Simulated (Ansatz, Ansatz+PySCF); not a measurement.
# Stretching doublet CH

The C–H distance is varied.

Basis set: 6-31G (spherical functions). Frozen core: 1 orbital. Charge 0, multiplicity 2.

Computed with Ansatz (development build ahead of 0.2.0) and PySCF 2.14.0, each point on the determinant that the search for low states chose. Each curve is measured from its own lowest point listed.

```tsv
r(C–H) (Å)	ROHF (eV)	UHF-CCSD(T) (eV)	full CI (lowest root of this spin) (eV)
1.017	0.151	0.267	0.268
1.074	0.000	0.068	0.068
1.187	0.034	0.000	0.000
1.243	0.157	0.069	0.070
1.300	0.323	0.179	0.180
1.356	0.517	0.316	0.316
1.469	0.956	0.629	0.629
1.526	1.189	0.794	0.793
1.582	1.426	0.960	0.956
1.639	1.663	1.122	1.116
1.695	1.901	1.279	1.271
1.752	2.137	1.429	1.419
1.808	2.371	1.572	1.560
1.865	2.602	1.706	1.693
1.921	2.829	1.832	1.817
1.978	3.053	1.948	1.932
2.034	3.273	2.055	2.038
2.091	3.488	2.152	2.135
2.147	3.698	2.241	2.222
2.204	3.903	2.320	2.300
2.260	4.103	2.390	2.369
2.317	4.298	2.453	2.430
```

Give the UHF curve at the same distances.

(r (Å), E (eV)): (1.017, 0.136), (1.074, 0.000), (1.187, 0.061), (1.243, 0.195), (1.300, 0.369), (1.356, 0.569), (1.469, 1.000), (1.526, 1.206), (1.582, 1.384), (1.639, 1.528), (1.695, 1.643), (1.752, 1.735), (1.808, 1.808), (1.865, 1.866), (1.921, 1.913), (1.978, 1.950), (2.034, 1.979), (2.091, 2.003), (2.147, 2.022), (2.204, 2.038), (2.260, 2.050), (2.317, 2.060)

Caution for ROHF at some points: an unrestricted determinant lies well below. Caution for UHF at some points, UHF-CCSD(T) at some points: the unrestricted determinant is a mixture of spin states. Caution for UHF-CCSD(T) at some points: a plain start can end on a higher determinant; bonds are stretched, where a single reference can fail; the determinant may break the point group; large amplitudes, a single reference is doubtful.
